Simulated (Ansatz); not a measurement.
**SiH₂O: basis-set convergence**

How large a basis does SiH₂O need? Two functionals and correlated methods are run in growing sets.

Program: Ansatz 0.2.0, Gaussian basis. Level of theory: one geometry, several basis sets. These are calculated values, not measurements.

Levels to be run: PBE0-D4/def2-SVP; ωB97M-V/def2-SVP; PBE0-D4/def2-QZVPP; ωB97M-V/def2-QZVPP; CCSD(T)/cc-pV(D+d)Z; CCSD(T)/cc-pV(T+d)Z; CCSD(T)/cc-pV(Q+d)Z; the functionals' def2-TZVPP values are taken from earlier runs.

### Step 1. The geometry

All runs share one geometry, relaxed beforehand with PBE0-D4 in a triple-zeta def2 set.

SMILES `O=[SiH2]`, 4 atoms, charge 0, spin multiplicity 1.

Atoms are counted from 1 here; the program's logs count them from 0.

Bond lengths: O1–Si2 1.516 Å, Si2–H3 1.486 Å, Si2–H4 1.486 Å. Angles: O1–Si2–H3 124.0°, O1–Si2–H4 124.0°, H3–Si2–H4 111.9°.

### Step 2. PBE0-D4 in def2-SVP

File in.yaml:

```yaml
crystal:
  periodic: [false, false, false]
  atoms:
    - {symbol: O, position_ang: [-0.283156, 0.413530, 1.469530]}
    - {symbol: Si, position_ang: [-0.006739, 0.009821, 0.034925]}
    - {symbol: H, position_ang: [0.439857, -1.345997, -0.376196]}
    - {symbol: H, position_ang: [-0.149952, 0.922656, -1.128260]}
basis:
  gaussian: {orbitals: def2-SVP}
hamiltonian: {xc: pbe0, dispersion: d4}
output: {orbitals: {seedname: orbitals}}
```

After this run come: ωB97M-V in def2-SVP; PBE0-D4 in def2-QZVPP; ωB97M-V in def2-QZVPP; CCSD(T) in cc-pV(D+d)Z; CCSD(T) in cc-pV(T+d)Z; CCSD(T) in cc-pV(Q+d)Z.

Before running them: what should the planned runs give, taken together? Wanted: MP2 correlation recovered, cc-pV(D+d)Z; MP2 correlation recovered, cc-pV(T+d)Z; MP2 correlation recovered, cc-pV(Q+d)Z; CCSD(T) limit from def2 sets; PBE0-D4: double and triple zeta above quadruple; ωB97M-V: double and triple zeta above quadruple.

The runs gave:

```
                                                                 quantity          value
                                   MP2 correlation recovered, cc-pV(D+d)Z         70.9 %
                                   MP2 correlation recovered, cc-pV(T+d)Z         88.4 %
                                   MP2 correlation recovered, cc-pV(Q+d)Z         95.2 %
CCSD(T) limit from def2 sets (earlier runs) less the limit of this series        -14 meV
                          PBE0-D4: double and triple zeta above quadruple  6.01, 0.40 eV
                          ωB97M-V: double and triple zeta above quadruple  6.07, 0.38 eV
```

What this shows: PBE0-D4 gains 5.61 eV from double to triple zeta, then 0.40 eV more. Correlation climbs from 71 % (cc-pV(D+d)Z) to 95 % (cc-pV(Q+d)Z) of the limit; Hartree-Fock is 0.085 eV from its own by then. A limit from the def2 sets, made apart, differs by 14 meV, a least measure of the doubt on such a limit. These are total energies; as a rule much of such shifts cancels in differences, which this series doesn't test.
